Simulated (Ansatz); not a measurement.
Other spins and charges of GeAs⁻, singlet at one geometry

Geometry (PBE0/def2-TZVPD stationary point for this spin):

```xyz
2

Ge    0.0000    0.0000    0.0000
As    0.0000    0.0000    2.1583
```

Basis aug-cc-pVDZ; Ansatz 0.2.0. Correlated methods freeze the noble-gas cores and the filled d shells of p-block atoms. Prefix R: restricted or restricted open-shell reference; prefix U: unrestricted. Active spaces: valence = (10e, 8o) chosen from the atoms' valence shells. No spin–orbit coupling is included, and no scalar relativity.

Gaps are energies of the second state less the first, at fixed atoms, for a selection of the levels run; each method lands on the state that its own search finds for that charge and spin.

Removing an electron, to the doublet: 2.801 eV at UCCSDT(Q).

```
                   level  gap (eV)  error (meV)
                    CISD     2.489         -312
                 BCCD(T)     2.812           11
  CASSCF (valence space)     2.117         -684
  NEVPT2 (valence space)     2.667         -134
  MRCISD (valence space)     2.678         -123
MRCISD+Q (valence space)     2.787          -14
```

Full CI isn't at hand for all of this; UCCSDT(Q) serves as the reference, and is uncertain by about the last step of the cluster series. The frozen core follows each run's orbitals, which can shift R against U totals by a few meV for light atoms and by up to 0.1 eV past Ca.
